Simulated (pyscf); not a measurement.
A first-order saddle from PySCF, ωB97X-D3(BJ)/def2-SVP:

```
C
Cl 1 1.7071
Cl 1 1.7071 2 119.57
Cl 1 1.7334 2 119.84 3 -169.93
F 1 1.8978 2 93.75 3 -96.46
Cl 1 2.2336 2 98.36 5 -158.91
```
Charge 0, spin multiplicity 2.

Surface: doublet, charge 0. Lowest wavenumbers (cm⁻¹): 1687i, 163, 164, 219, 238.

Question: Name the species on either side of this saddle.

Answer: Cl–C(Cl)(Cl)–Cl (SMILES ClC(Cl)(Cl)Cl) + F• (SMILES [F]) ⇌ Cl• (SMILES [Cl]) + F–C(Cl)(Cl)–Cl (SMILES FC(Cl)(Cl)Cl), a substitution at C read from left to right: C–Cl broken and C–F formed. At ωB97M-D3(BJ)/def2-TZVP it lies +39.1 kcal/mol from the left side and +76.8 kcal/mol from the right (each side as separated species at their lowest minima found). On the reactant side the descent ends in what is likely a three-electron adduct, which functionals tend to overbind, 5.0 kcal/mol under the separated species and 46.3 kcal/mol under the saddle at ωB97X-D3(BJ)/def2-TZVP. At ωB97X-D3(BJ)/def2-TZVP the barrier from the zero used here is 41.2 kcal/mol. This is the saddle that the search found; another between the same sides may lie lower. The angle at the attacked C is 156°. Left out: the spin-orbit lowering of Cl, F.
